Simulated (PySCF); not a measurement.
Compound: C₃H₆OS.
Structure used (PBE0-D3(BJ)/def2-SVP), in Å, numbered top down from 1:
```xyz
11
C3H6OS angstrom
C     -1.8468    0.2996   -0.0061
O     -0.5041    0.0563   -0.2892
C      0.2491   -0.2671    0.8341
C      1.6736   -0.4857    0.4376
S      2.8611   -0.9220    1.4387
H     -2.3449   -0.5861    0.4360
H     -2.3502    0.5489   -0.9500
H     -1.9752    1.1472    0.6963
H      0.2131    0.5365    1.6025
H     -0.1295   -1.1816    1.3403
H      1.8555   -0.3148   -0.6376
```

Level of theory: TDDFT wB97X-D/def2-SVPD, vertical, gas phase, core orbitals frozen in the response (PySCF).

Transition dipole moments from the ground state, in atomic units and in the frame of the coordinates above (overall signs are arbitrary), for the states with f of 0.002 or more among the lowest 10:

| state | E (eV) | μx | μy | μz |
| --- | --- | --- | --- | --- |
| S2 | 5.098 | 0.600 | -0.157 | 0.153 |
| S3 | 6.175 | 0.918 | -0.303 | 0.613 |
| S4 | 6.643 | 0.638 | -0.066 | -0.348 |
| S6 | 6.956 | -0.299 | -0.014 | 0.390 |
| S7 | 7.047 | 0.030 | 0.159 | 0.028 |
| S8 | 7.315 | 0.232 | -0.111 | 0.351 |
| S10 | 7.605 | -0.062 | -0.318 | -0.032 |

(1) What oscillator strength does each state have?

(2) Which bond between heavy atoms lies closest to the direction of the S3 transition dipole?

(3) What angle do the transition dipoles of S3 and S8 make?

(4) What peak molar absorption coefficient would the strongest computed level give as a lone Gaussian band 0.4 eV wide at half height?

## Answers

(1) f = (2/3) ΔE |μ|² with ΔE in hartree (27.2114 eV).

```csv
state,|μ|² (au),|μ| (D),f
S2,0.408,1.62,0.051
S3,1.310,2.91,0.198
S4,0.533,1.85,0.087
S6,0.242,1.25,0.041
S7,0.027,0.42,0.005
S8,0.190,1.11,0.034
S10,0.106,0.83,0.020
```

(2) C4–S5, at 6° from it; next O2–C3 at 22°.

(3) |cos θ| = |μa·μb| / (|μa| |μb|) = 0.93, so θ ≈ 22° (taken between 0 and 90°, since the signs are arbitrary).

(4) ε(max) = 2.175×10⁸ f / FWHM, with the width in cm⁻¹. S3: 2.175×10⁸ × 0.1981 / 3226 ≈ 13000 L mol⁻¹ cm⁻¹.

The vertical ionisation energy (ΔSCF) is 9.04 eV, 1.44 eV above S10.

Time: 50 s wall. Hardware: one thread, Arm Neoverse V2, no GPU, shared host.

One conformer stands for the species.
